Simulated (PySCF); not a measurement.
Stepwise substitution at one centre (Si Cl-H). Gas-phase values, no solvent. Strings in code marks are SMILES.

The LUMO from two functionals at the same geometries (CAM-B3LYP-D3(BJ)/def2-TZVP), both in PySCF: PBE-D3(BJ)/def2-TZVP and TPSSh-D3(BJ)/def2-TZVP. 

| species | PBE-D3(BJ)/def2-TZVP (eV) | TPSSh-D3(BJ)/def2-TZVP (eV) |
|---|---|---|
| 0 of 4 Cl replaced by H (`Cl[Si](Cl)(Cl)Cl`) | -1.59 | -0.98 |
| 1 of 4 Cl replaced by H (`Cl[SiH](Cl)Cl`) | -1.07 | -0.46 |
| 2 of 4 Cl replaced by H (`[SiH2](Cl)Cl`) | -0.89 | -0.30 |
| 3 of 4 Cl replaced by H (`[SiH3]Cl`) | -0.97 | -0.38 |
| 4 of 4 Cl replaced by H | 0.26 | 0.80 |

Over these rows, drawn at random from the members with no instability flagged (it was tested for open shells, ions and some series alone), PBE minus TPSSh-D3(BJ): mean -0.59 eV, from -0.62 eV to -0.55 eV.
